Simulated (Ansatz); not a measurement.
**C₂H₇Si radical: an energy map over bond length C2–Si3 and bond length Si3–H10**

Aim: map the energy of C2H7Si, SMILES CC[SiH2], spin multiplicity 2 over two coordinates, and find its wells, ridges and stiffness.

The runs use Ansatz 0.2.0; UKS PBE0-D4/def2-TZVP.

### Step 1. Where the work starts

10 atoms, charge 0, spin multiplicity 2.

Atoms are counted from 1 here; the program's logs count them from 0.

Bond lengths: C1–C2 1.538 Å, C1–H4 1.111 Å, C1–H5 1.109 Å, C1–H6 1.109 Å, C2–Si3 1.905 Å, C2–H7 1.111 Å, C2–H8 1.111 Å, Si3–H9 1.512 Å, Si3–H10 1.511 Å. Angles: C2–C1–H4 111.3°, C2–C1–H5 111.7°, C2–C1–H6 111.7°, H4–C1–H5 107.3°, H4–C1–H6 107.3°, H5–C1–H6 107.3°, C1–C2–Si3 113.6°, C1–C2–H7 110.7°, C1–C2–H8 110.7°, Si3–C2–H7 107.8°, Si3–C2–H8 107.9°, H7–C2–H8 105.8°, C2–Si3–H9 111.5°, C2–Si3–H10 111.4°, H9–Si3–H10 109.1°.

As a file:

```
C    -0.8063    0.5324   -0.6539
C    -0.1567   -0.7461   -0.0984
Si    1.3306   -0.4119    1.0448
H    -1.6665    0.2943   -1.3153
H    -0.0880    1.1317   -1.2504
H    -1.1861    1.1861    0.1580
H     0.1912   -1.4013   -0.9260
H    -0.8975   -1.3468    0.4723
H     0.9264    0.3946    2.2577
H     2.4357    0.3157    0.3141
```

This geometry comes from a loose relaxation at PBE in a small basis, which is not shown.

### Step 3. The grid

The axes are (1) bond length C2–Si3: 15 values from 1.581 to 2.446 Å; (2) bond length Si3–H10: 15 values from 1.224 to 2.238 Å.

Nothing else is relaxed (all other coordinates rigid). Energies count from the relaxed molecule at the same level.

(The set-up runs are not shown.)

### Step 4. The run at bond length C2–Si3 = 2.199 Å, bond length Si3–H10 = 1.586 Å

input.yaml

```yaml
crystal:
  periodic: [false, false, false]
  atoms:
    - { symbol: C, position_ang: [-0.795441, 0.52842, -0.645543] }
    - { symbol: C, position_ang: [-0.15361, -0.7458, -0.096434] }
    - { symbol: Si, position_ang: [1.561202, -0.347825, 1.22138] }
    - { symbol: H, position_ang: [-1.643551, 0.295539, -1.296188] }
    - { symbol: H, position_ang: [-0.082058, 1.114562, -1.229904] }
    - { symbol: H, position_ang: [-1.163113, 1.168862, 0.159813] }
    - { symbol: H, position_ang: [0.186368, -1.386768, -0.916026] }
    - { symbol: H, position_ang: [-0.88757, -1.332587, 0.464937] }
    - { symbol: H, position_ang: [1.155903, 0.451659, 2.414343] }
    - { symbol: H, position_ang: [2.715462, 0.420356, 0.451328] }
magnetization:
  spin_polarized: true
  initial_magnetization: 1
basis:
  gaussian: { orbitals: def2-TZVP }
hamiltonian:
  xc: pbe0
  dispersion: d4
output:
  forces: true
```

On the command line:

```sh
$ ansatz run input.yaml --threads 1 --pin off --max-ram 2560MiB --backend cpu --events-out ev --progress --plain --runs-dir out
```

Further runs follow: the other points that were computed.

Q: Predict the outcome of this session. Wanted: lowest point; highest computed point; largest force on an atom; dipole moment.

**Answer**, as computed:

```
                       quantity                                                                                                                                                                 value
                   lowest point                                                                                                bond length C2–Si3 = 1.890 Å, bond length Si3–H10 = 1.513 Å, 0.0042 eV
         highest computed point                                                                                 bond length C2–Si3 = 2.446 Å, bond length Si3–H10 = 2.238 Å, 3.13 eV above the lowest
largest force on an atom (eV/Å)    0.3 at bond length C2–Si3 = 1.890 Å, bond length Si3–H10 = 1.513 Å to 11.8 at bond length C2–Si3 = 1.581 Å, bond length Si3–H10 = 2.021 Å; 0.3 at the lowest point
              dipole moment (D)  0.46 at bond length C2–Si3 = 2.446 Å, bond length Si3–H10 = 1.296 Å to 2.95 at bond length C2–Si3 = 1.581 Å, bond length Si3–H10 = 2.238 Å; 1.04 at the lowest point
        time for the whole task                                                                                                                                       30 min on 1 thread, shared host
```

What this shows: The lowest computed point is at bond length C2–Si3 = 1.890 Å, bond length Si3–H10 = 1.513 Å, 0.0042 eV from the relaxed molecule at the same level. The grid shows no well of another kind. The highest computed point, bond length C2–Si3 = 2.446 Å, bond length Si3–H10 = 2.238 Å, lies 3.13 eV above the lowest. Round the minimum the two coordinates are nearly uncoupled.
